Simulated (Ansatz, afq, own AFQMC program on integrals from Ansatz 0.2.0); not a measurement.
# SiGeH₄, triplet: AFQMC among the cluster methods

```xyz
6

Si   -0.0007   -0.0931    1.7691
Ge   -0.0001    0.0132   -0.6582
H     0.0020    1.4326    1.8041
H    -0.0315   -1.3611   -1.3540
H     1.2699    0.7478   -1.1427
H    -1.2124    0.8215   -1.1701
```

Connectivity, by distances: SiH–GeH3.

Basis cc-pVTZ. Only valence electrons are correlated. Integrals, coupled cluster, full CI and functionals: Ansatz 0.2.0; the random walks run on the same integrals in our own AFQMC program. ph-AFQMC/CISD is guided by a CISD state made of CCSD amplitudes; releasing the constraint for a short imaginary time cuts its bias at the price of noise, slowly where states lie close. ± is one standard error of the sampling. No spin–orbit coupling.

Determinant: UHF, the one that the program's search chose, which needn't be the lowest solution. The geometry is a PBE0/def2-TZVP stationary point of this or a neighbouring charge and spin state.

No full CI on the walks' own integrals is used here. The released AFQMC energy serves as the reference, which it does only where one determinant dominates, the energy is flat over the last release times and near the phaseless one (40 meV or 2 meV an electron, half that with transition metals). On small molecules, where full CI could be run and the noise was under 10 meV, such values lay within 10 meV of it in 19 cases of 20, a flattering rate, since the rule was set on those same cases; what remains of the bias isn't in the error bar.

Cautions: no relativity below Rb; no spin-orbit coupling; inner d shell frozen; another spin lies lower (by 993 meV); the released value is read at 2.40 1/Eh (meV from the phaseless value at times in 1/Eh: -2 ± 8 at 0.24, 2 ± 5 at 0.51, 9 ± 7 at 0.99, 12 ± 6 at 1.62, 6 ± 10 at 2.40).

* T1 diagnostic: 0.0203
* weight of the determinant in the CISD state: 0.856
* ⟨S²⟩ of the determinant: 2.012
* size of the correlated space: 12 electrons in 114 orbitals

Problem. Estimate: order these by the size of their error in total energy against AFQMC with the constraint released, smallest first.
A. CCSD
B. CCSD(T)
C. MP2
D. phaseless AFQMC with a CISD trial

Solution. D (0.13 ± 0.30 kcal/mol), B (1.29 ± 0.23 kcal/mol), A (6.79 ± 0.23 kcal/mol), C (33.20 ± 0.23 kcal/mol).

Reference: AFQMC with the constraint released, correlation energy -7.098 ± 0.010 eV.

Released energies are given only where the last usable release times agree within the noise; a slower fall can still hide under it.
